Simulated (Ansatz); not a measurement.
# BH5N: the cost of one run

Method: the levels named in each step, in Ansatz 0.2.0.

### Step 1. The starting structure

Bond lengths: B1–N2 1.508 Å, B1–H3 1.164 Å, B1–H4 1.164 Å, N2–H5 1.030 Å, N2–H6 1.026 Å, N2–H7 1.029 Å. Angles: B1–N2–H5 108.3°, B1–N2–H6 114.4°, B1–N2–H7 111.1°, H5–N2–H6 108.0°, H5–N2–H7 105.8°, H6–N2–H7 108.7°, N2–B1–H3 119.0°, N2–B1–H4 117.4°, H3–B1–H4 123.6°.

Structure file:

```xyz
7

B     0.8544    0.1043    0.0073
N    -0.6416   -0.0844   -0.0095
H     1.5421   -0.8343    0.0130
H     1.2558    1.1970    0.0256
H    -1.0188    0.2382    0.8929
H    -0.9450   -1.0545   -0.1523
H    -1.0818    0.5083   -0.7258
```

### Step 2. A rough first relaxation, PBE-D4/def2-SVP

Input file input.yaml:

```yaml
crystal:
  periodic: [false, false, false]
  atoms:
    - { symbol: B, position_ang: [0.85437, 0.10426, 0.00735] }
    - { symbol: "N", position_ang: [-0.64161, -0.08441, -0.00952] }
    - { symbol: H, position_ang: [1.54206, -0.83431, 0.01296] }
    - { symbol: H, position_ang: [1.25581, 1.19699, 0.02559] }
    - { symbol: H, position_ang: [-1.01884, 0.23822, 0.89291] }
    - { symbol: H, position_ang: [-0.94499, -1.05451, -0.15231] }
    - { symbol: H, position_ang: [-1.08181, 0.50831, -0.72576] }
total_charge: 1
basis:
  gaussian: { orbitals: def2-SVP }
hamiltonian:
  xc: pbe
  dispersion: d4
relax:
  f_tol: 0.03
  max_steps: 200
```

Command:

```console
> ansatz run input.yaml --threads 4 --pin off --max-ram 10240MiB --backend cpu --events-out ev --progress --plain --runs-dir out
```

What time and memory should one allow on 4 threads of Intel Xeon at 2.50GHz (Skylake/Cascade Lake), shared host?

About 3.4 s, with a peak of 0.12 GiB.
